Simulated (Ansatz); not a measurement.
**Molecular dynamics of CH7PSi**

Input file:

```yaml
crystal:
  periodic: [false, false, false]
  atoms:
    - { symbol: C, position_ang: [-1.009164, 0.66766, -0.899518] }
    - { symbol: Si, position_ang: [-0.126765, -0.625186, 0.126638] }
    - { symbol: P, position_ang: [1.259981, 0.319752, 1.569357] }
    - { symbol: H, position_ang: [-1.708734, 0.2007, -1.599637] }
    - { symbol: H, position_ang: [-0.303993, 1.2642, -1.486037] }
    - { symbol: H, position_ang: [-1.580402, 1.355261, -0.268829] }
    - { symbol: H, position_ang: [0.556609, -1.536185, -0.76659] }
    - { symbol: H, position_ang: [-1.108974, -1.395224, 0.855128] }
    - { symbol: H, position_ang: [1.879405, -0.902073, 1.887105] }
    - { symbol: H, position_ang: [2.224938, 0.599795, 0.585485] }
magnetization:
  spin_polarized: true
basis:
  gaussian: { orbitals: STO-3G }
hamiltonian:
  xc: pbe0
md:
  timestep: 3.0
  n_steps: 40
  ensemble: nvt_langevin
  temperature: 3000.0
  initial_velocities: maxwell_boltzmann
  seed: 962010
  friction: 0.001
```

Launched with:

```bash
$ ansatz run input.yaml --threads 1 --pin off --max-ram 2048MiB --backend cpu --events-out ev --progress --plain --runs-dir out
```

It starts from a relaxed structure.

Output, in part (step lines, the closing report, with atoms numbered from 0):

```
md step     0: t =     0.00 fs  T =  2700.0 K  F+E_penalty+E_count = -18100.87700493 eV  E_kin = 3.490020 eV  (20 SCF iters)
md step     1: t =     3.00 fs  T =  1718.7 K  F+E_penalty+E_count = -18096.81398681 eV  E_kin = 2.221581 eV  (26 SCF iters)
md step     2: t =     6.00 fs  T =  3106.9 K  F+E_penalty+E_count = -18095.57198533 eV  E_kin = 4.015964 eV  (32 SCF iters)
md step     3: t =     9.00 fs  T =  3992.8 K  F+E_penalty+E_count = -18092.35944878 eV  E_kin = 5.161149 eV  (94 SCF iters)
md step     4: t =    12.00 fs  T = 21919.0 K  F+E_penalty+E_count = -18084.38058131 eV  E_kin = 28.332476 eV  (41 SCF iters)
md step     5: t =    15.00 fs  T = 56576.2 K  F+E_penalty+E_count = -18083.85993974 eV  E_kin = 73.130453 eV  (59 SCF iters)
md step     6: t =    18.00 fs  T = 56031.0 K  F+E_penalty+E_count = -18084.11928754 eV  E_kin = 72.425622 eV  (50 SCF iters)
md step     7: t =    21.00 fs  T = 55521.9 K  F+E_penalty+E_count = -18083.90944584 eV  E_kin = 71.767601 eV  (36 SCF iters)
md step     8: t =    24.00 fs  T = 55118.8 K  F+E_penalty+E_count = -18082.91030550 eV  E_kin = 71.246541 eV  (38 SCF iters)
md step     9: t =    27.00 fs  T = 55290.6 K  F+E_penalty+E_count = -18083.16271589 eV  E_kin = 71.468578 eV  (213 SCF iters)
md step    10: t =    30.00 fs  T = 57283.2 K  F+E_penalty+E_count = -18080.42117627 eV  E_kin = 74.044320 eV  (69 SCF iters)
md step    11: t =    33.00 fs  T = 70439.3 K  F+E_penalty+E_count = -18078.17357157 eV  E_kin = 91.049841 eV  (135 SCF iters)
md step    12: t =    36.00 fs  T = 70536.3 K  F+E_penalty+E_count = -18077.87828789 eV  E_kin = 91.175243 eV  (120 SCF iters)
md step    13: t =    39.00 fs  T = 69542.4 K  F+E_penalty+E_count = -18077.34798263 eV  E_kin = 89.890531 eV  (83 SCF iters)
md step    14: t =    42.00 fs  T = 68911.0 K  F+E_penalty+E_count = -18077.22173966 eV  E_kin = 89.074421 eV  (81 SCF iters)
md step    15: t =    45.00 fs  T = 68157.3 K  F+E_penalty+E_count = -18077.39612263 eV  E_kin = 88.100176 eV  (81 SCF iters)
md step    16: t =    48.00 fs  T = 68209.8 K  F+E_penalty+E_count = -18077.44375402 eV  E_kin = 88.167938 eV  (86 SCF iters)
md step    17: t =    51.00 fs  T = 68248.2 K  F+E_penalty+E_count = -18077.68204423 eV  E_kin = 88.217614 eV  (100 SCF iters)
md step    18: t =    54.00 fs  T = 68205.1 K  F+E_penalty+E_count = -18077.23013789 eV  E_kin = 88.161942 eV  (90 SCF iters)
md step    19: t =    57.00 fs  T = 68260.1 K  F+E_penalty+E_count = -18077.66360165 eV  E_kin = 88.232984 eV  (88 SCF iters)
md step    20: t =    60.00 fs  T = 67728.3 K  F+E_penalty+E_count = -18077.75996887 eV  E_kin = 87.545552 eV  (131 SCF iters)
md step    21: t =    63.00 fs  T = 68499.6 K  F+E_penalty+E_count = -18080.09006634 eV  E_kin = 88.542632 eV  (91 SCF iters)
md step    22: t =    66.00 fs  T = 69660.6 K  F+E_penalty+E_count = -18080.42555974 eV  E_kin = 90.043353 eV  (70 SCF iters)
md step    23: t =    69.00 fs  T = 70231.0 K  F+E_penalty+E_count = -18079.38810858 eV  E_kin = 90.780616 eV  (88 SCF iters)
md step    24: t =    72.00 fs  T = 68069.7 K  F+E_penalty+E_count = -18077.42296898 eV  E_kin = 87.986851 eV  (90 SCF iters)
md step    25: t =    75.00 fs  T = 67453.6 K  F+E_penalty+E_count = -18077.10150851 eV  E_kin = 87.190579 eV  (79 SCF iters)
md step    26: t =    78.00 fs  T = 66093.0 K  F+E_penalty+E_count = -18076.89015113 eV  E_kin = 85.431775 eV  (81 SCF iters)
md step    27: t =    81.00 fs  T = 65357.8 K  F+E_penalty+E_count = -18077.00683948 eV  E_kin = 84.481517 eV  (116 SCF iters)
md step    28: t =    84.00 fs  T = 66003.1 K  F+E_penalty+E_count = -18077.92644932 eV  E_kin = 85.315646 eV  (162 SCF iters)
md step    29: t =    87.00 fs  T = 66361.4 K  F+E_penalty+E_count = -18078.38495113 eV  E_kin = 85.778681 eV  (77 SCF iters)
md step    30: t =    90.00 fs  T = 66208.1 K  F+E_penalty+E_count = -18078.01931864 eV  E_kin = 85.580590 eV  (86 SCF iters)
md step    31: t =    93.00 fs  T = 65330.8 K  F+E_penalty+E_count = -18077.66640544 eV  E_kin = 84.446551 eV  (75 SCF iters)
md step    32: t =    96.00 fs  T = 66260.0 K  F+E_penalty+E_count = -18078.07097232 eV  E_kin = 85.647640 eV  (146 SCF iters)
md step    33: t =    99.00 fs  T = 65978.2 K  F+E_penalty+E_count = -18078.35953859 eV  E_kin = 85.283427 eV  (66 SCF iters)
md step    34: t =   102.00 fs  T = 66248.4 K  F+E_penalty+E_count = -18078.32034867 eV  E_kin = 85.632701 eV  (96 SCF iters)
md step    35: t =   105.00 fs  T = 64822.6 K  F+E_penalty+E_count = -18077.84063121 eV  E_kin = 83.789678 eV  (74 SCF iters)
md step    36: t =   108.00 fs  T = 63022.6 K  F+E_penalty+E_count = -18077.77075393 eV  E_kin = 81.463055 eV  (77 SCF iters)
md step    37: t =   111.00 fs  T = 62001.6 K  F+E_penalty+E_count = -18076.09027926 eV  E_kin = 80.143213 eV  (100 SCF iters)
md step    38: t =   114.00 fs  T = 62142.5 K  F+E_penalty+E_count = -18074.83333254 eV  E_kin = 80.325337 eV  (92 SCF iters)
md step    39: t =   117.00 fs  T = 61181.1 K  F+E_penalty+E_count = -18073.97919269 eV  E_kin = 79.082688 eV  (108 SCF iters)
md step    40: t =   120.00 fs  T = 61495.9 K  F+E_penalty+E_count = -18074.33595154 eV  E_kin = 79.489588 eV  (408 SCF iters)
Total energy: -18074.33599155 eV, -664.2195964644 hartree
Atom 0 at     2.141266    -1.879324     0.659588 Å, force    -0.524891     1.410624    -0.551792 eV/Å
Atom 1 at     1.974787    -0.058447    -1.370114 Å, force    -2.027292    -1.866131     2.890507 eV/Å
Atom 2 at     2.202509    -0.031445     1.016308 Å, force     3.313025    -0.588395    -0.325230 eV/Å
Atom 3 at   -44.804256   -24.206080   -21.635480 Å, force     0.000000     0.000000     0.000003 eV/Å
Atom 4 at   -48.297606    -0.108984   -23.442741 Å, force    -0.000001    -0.000001     0.000000 eV/Å
Atom 5 at   -26.780549    75.615938    72.316244 Å, force     0.000001     0.000001     0.000000 eV/Å
Atom 6 at    -9.307859     0.374190     7.339986 Å, force    -0.000001    -0.000002     0.000003 eV/Å
Atom 7 at     0.454898    -0.566156    -0.968964 Å, force     2.200620     1.137922    -0.922974 eV/Å
Atom 8 at     1.370846     1.014969     1.620907 Å, force     0.839067    -1.068264     0.185828 eV/Å
Atom 9 at     4.073896    -0.119733     1.731595 Å, force    -3.800528     0.974246    -1.276346 eV/Å
Dipole moment:    -0.033197     0.552236     0.112962 e Å
```

The run went to its last step. The temperature shot up to 71000 K, far beyond the bath's, so the integration failed: the time step of 3 fs is too long for the fastest motions that this run met, and the later frames carry no physical meaning.

Parted: C1–Si2 1.87 → 2.73 Å, C1–H4 1.09 → 56.56 Å, C1–H5 1.09 → 55.93 Å, C1–H6 1.09 → 109.44 Å, Si2–H7 1.45 → 14.26 Å, P3–H10 1.41 → 2.01 Å. Joined: C1–P3 3.37 → 1.88 Å. It ends as CH2PSi + H + H + H + H + H. Pairs count as bonded within 1.25 times the sum of covalent radii (0.12 Å more for H–H).

Last frame:

```xyz
10
Properties=species:S:1:pos:R:3
C 2.141 -1.879 0.660
Si 1.975 -0.058 -1.370
P 2.203 -0.031 1.016
H -44.804 -24.206 -21.636
H -48.298 -0.109 -23.443
H -26.780 75.616 72.316
H -9.308 0.374 7.340
H 0.455 -0.566 -0.969
H 1.371 1.015 1.621
H 4.074 -0.120 1.732
```

Run time: 120 s on 1 thread of Intel(R) Xeon(R) Platinum 8488C (Sapphire Rapids), on a shared host, peak memory 0.14 GiB.
